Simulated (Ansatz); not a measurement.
`N#CC(Cl)(Cl)Cl`. Charge 0, multiplicity 1.

Cartesian coordinates in Å:
```
N 0.432 -1.371 1.680
C 0.207 -0.659 0.807
C -0.077 0.244 -0.299
Cl 1.397 1.133 -0.698
Cl -1.350 1.364 0.196
Cl -0.609 -0.711 -1.687
```

**Question.** What are the harmonic wavenumbers in cm⁻¹ at PBE0-D4/def2-TZVP (Ansatz, finite differences of forces, unscaled)? (An estimate is asked.)

**Answer.** Ansatz gave: 157, 157, 264, 264, 319, 497, 516, 516, 801, 801, 1057, 2385.

**Question.** Is this a minimum?

**Answer.** Yes, all 12 modes are real.

**Question.** Give the ideal-gas thermochemistry at 298.15 K and 1 bar (rigid rotor, harmonic oscillator; point group C3v, symmetry number 3).

**Answer.** Zero-point energy 46.3 kJ/mol; H(298) − E = 65.2 kJ/mol; entropy 332.3 J/(mol·K), of which translation 170.9, rotation 110.6, vibration 50.9; G(298) − E = -33.9 kJ/mol.

**Question.** And at 400, 500, 600, 800 and 1000 K?

**Answer.** 
| T (K) | H − E (kJ/mol) | S (J/mol/K) | G − E (kJ/mol) |
| --- | --- | --- | --- |
| 400 | 75.2 | 361.1 | -69.3 |
| 500 | 85.8 | 384.8 | -106.6 |
| 600 | 97.0 | 405.2 | -146.1 |
| 800 | 120.4 | 438.9 | -230.7 |
| 1000 | 144.8 | 466.0 | -321.2 |
